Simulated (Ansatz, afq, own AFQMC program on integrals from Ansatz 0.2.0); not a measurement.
**AFQMC, coupled cluster and functionals along a coordinate of HBr + GeH3, doublet**

```xyz
6

Br   -1.6607    0.0000    0.0000
H    -0.2401    0.0000    0.0000
Ge    1.7383    0.0000    0.0000
H     2.2069   -1.4659    0.0000
H     2.2069    0.7330   -1.2695
H     2.2069    0.7330    1.2695
```

A hydrogen atom is moved from one rigid fragment to the other; the Br1–H2 distance tells how far. The two fragments are held close together, so this isn't a minimum-energy path and the start is a compressed complex. Energies in kcal/mol count from this geometry (1.421 Å) at the same level; the start stands on UHF, each point on the determinant named.

Basis cc-pVTZ. Only valence electrons are correlated. Ansatz 0.2.0 and our own AFQMC program on the same integrals; the CISD trial comes from CCSD amplitudes, and released means the phaseless constraint is let go. Error bars are statistical, one sigma. No spin–orbit coupling.

Cautions, each for one point or more: inner d shell frozen; no relativity below Rb; no spin-orbit coupling.

```csv
r(Br1–H2) / Å,det.,T1,weight,⟨S²⟩,B3LYP,PBE,CCSD(T)
1.549,UHF,0.013,0.85,0.78,-2.8,-3.2,-1.6
1.613,UHF,0.013,0.85,0.78,-3.2,-3.6,-1.6
1.677,UHF,0.014,0.85,0.78,-3.5,-3.6,-1.7
1.741,UHF,0.014,0.85,0.78,-3.6,-3.3,-1.7
1.869,UHF,0.013,0.85,0.77,-2.1,-0.7,-0.5
```

Problem. Estimate the curve of phaseless AFQMC with a CISD trial, counted from the same start.

Solution. 
```
r(Br1–H2) / Å  det.     T1  weight  ⟨S²⟩  ph-AFQMC/CISD
        1.549   UHF  0.013    0.85  0.78     -1.7 ± 0.2
        1.613   UHF  0.013    0.85  0.78     -1.6 ± 0.2
        1.677   UHF  0.014    0.85  0.78     -1.6 ± 0.2
        1.741   UHF  0.014    0.85  0.78     -2.0 ± 0.2
        1.869   UHF  0.013    0.85  0.77     -0.6 ± 0.3
```

Weight is that of the determinant in the CISD state; at the start T1 is 0.011 and the weight 0.85, and ⟨S²⟩ is 0.76. Largest departures from phaseless AFQMC with a CISD trial: CCSD(T) 0.3 kcal/mol at 1.741 (on UHF) (within the noise), B3LYP -1.9 kcal/mol at 1.677, PBE -2.0 kcal/mol at 1.677. The walk's constraint bias lies outside its error bars, so these are departures and not errors. Functionals count only at points shown to share the start's state and spin.

A walk keeps the symmetry of its determinant, which the program's search chose and which needn't be the lowest solution, so a lower state of the same spin and another symmetry isn't excluded.
